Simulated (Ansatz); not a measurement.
## Ge (I4₁/amd, No. 141, 2 atoms in the cell; start mp-1061054; high-pressure phase)

All values below come from PBEsol (Ansatz, a quantum-chemistry and plane-wave program, plane waves, PAW).

Run with plane-wave cutoff 500 eV, 16×16×16 k mesh, Fermi–Dirac smearing 0.05 eV, scalar-relativistic PAW data made under PBE.

Cell (relaxed at this level):

```
CELL_PARAMETERS angstrom
     -2.56290     2.56307     1.39681
      2.56290    -2.56307     1.39681
      2.56290     2.56307    -1.39681
ATOMIC_POSITIONS crystal
  Ge 0.12508 0.87508 0.25000
  Ge 0.87492 0.12492 0.75000
```

```yaml
band_gap: zero (no gap)
```

Note: the relaxation could not lower the start's symmetry, so the cell can be a saddle point above a distorted one.

Spin–orbit coupling is not included.

Computed values are for the static lattice.

The result took about 2.1 core-minutes (a rough figure).

A start named mp-… is a Materials Project structure, which need not be a measured phase.
